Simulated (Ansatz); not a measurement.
## hcp Zr: properties by level of theory

Reference values: lattice constant a 3.232 Å (measured, 293 K, not corrected to a static lattice; as tabulated in Wikipedia's data pages); lattice parameter c 5.148 Å (measured, 293 K, no zero-point or thermal correction; as tabulated in Wikipedia's data pages).

```csv
level (code),equilibrium lattice constant a (Å),lattice parameter c (Å)
LDA (Ansatz),3.146,5.083
PBEsol (Ansatz),3.185,5.113
PBE-D3(BJ) (Ansatz),3.182,5.120
r²SCAN-D4 (Ansatz),3.239,5.152
r²SCAN+rVV10 (Ansatz),3.234,5.142
```

Differences from the reference values (errors of the level alone only where the reference is corrected to a static lattice):

```
level         lattice constant a (%)  lattice parameter c (%)
------------  ----------------------  -----------------------
LDA                            -2.66                    -1.26
PBEsol                         -1.45                    -0.68
PBE-D3(BJ)                     -1.55                    -0.54
r²SCAN-D4                      +0.22                    +0.08
r²SCAN+rVV10                   +0.06                    -0.12
```

Nearest: lattice constant a, not ranked (reference at room or unstated temperature); lattice parameter c, not ranked (reference at room or unstated temperature).

Ansatz's density-functional and Hartree–Fock values are scalar-relativistic unless marked +SOC, with PAW data made under PBE.

Differences are worked out from the printed values.

Static lattice: no zero-point or thermal effects.

Ansatz is an electronic-structure program.
